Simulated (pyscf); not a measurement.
# Four-centre exchange: H₃C–Sn(Cl)(Cl)–Cl + HCl → CH₄ + Cl–Sn(Cl)(Cl)–Cl

Gas phase, singlet surface, charge 0. Bonds broken: C1–Sn2, Cl9–H10. Bonds formed: C1–H10, Sn2–Cl9. PySCF, gas phase, ωB97X-D3(BJ)/def2-SVP geometries.

Transition state (Å):

```xyz
10

C      0.2674     0.2982    -0.8649
Sn    -1.6061    -0.3097     0.3265
Cl    -1.5283    -2.3773    -0.7747
Cl    -3.6623     0.4408    -0.4047
Cl    -1.3182    -1.0144     2.5049
H      0.9329     1.1801    -0.9574
H      0.9024    -0.5384    -0.5412
H     -0.1504     0.1166    -1.8650
Cl    -1.0272     2.1340     1.0784
H     -0.2159     1.2556    -0.0052
```

One imaginary mode, 1341i cm⁻¹; descent along it reached the two sides named, in the forms told below.

```csv
bond,change,reactant side (Å),saddle,product side
C1–Sn2,breaks,2.109,2.302,4.7
Cl9–H10,breaks,1.291,1.614,3.0
C1–H10,forms,3.8,1.374,1.099
Sn2–Cl9,forms,3.6,2.6,2.302
```

Electronic energies relative to the separated reactants (kJ/mol):

| level | barrier | reaction energy | reverse barrier |
|---|---|---|---|
| ωB97X-D3(BJ)/def2-TZVP | 142.4 | -84.9 | 227.4 |
| PBE/def2-TZVP | 128.3 | -79.7 | 208.0 |
| r²SCAN/def2-TZVP | 128.4 | -83.2 | 211.6 |
| B3LYP-D3(BJ)/def2-TZVP | 145.0 | -82.5 | 227.5 |
| PBE0-D3(BJ)/def2-TZVP | 133.1 | -78.2 | 211.3 |
| M06-2X/def2-TZVP | 141.6 | -86.0 | 227.6 |
| ωB97M-D3(BJ)/def2-TZVP | 154.5 | -77.6 | 232.1 |
| HF/def2-TZVP | 239.5 | -90.1 | 329.5 |

With ωB97M-D3(BJ)/def2-TZVP energies and thermal terms (ideal gas, 1 atm, RRHO with modes under 100 cm⁻¹ raised to 100, one conformer, R ln 2 for chiral ones without a mode under 150 cm⁻¹), in kJ/mol:

| T (K) | ΔH‡ | ΔG‡ | ΔH | ΔG |
|---|---|---|---|---|
| 298 | 148.4 | 193.4 | -71.3 | -64.5 |
| 600 | 148.9 | 239.0 | -74.2 | -56.5 |
| 900 | 150.8 | 283.7 | -76.8 | -47.1 |
| 1200 | 153.0 | 327.6 | -79.0 | -36.8 |

On the reactant side the descent ends in a complex (not fully relaxed), 18.9 kJ/mol under the separated species and 161.4 kJ/mol under the saddle at ωB97X-D3(BJ)/def2-TZVP. One saddle was located; it need not be the lowest between these sides. Elements past Kr carry the def2 core potentials, without spin-orbit coupling.
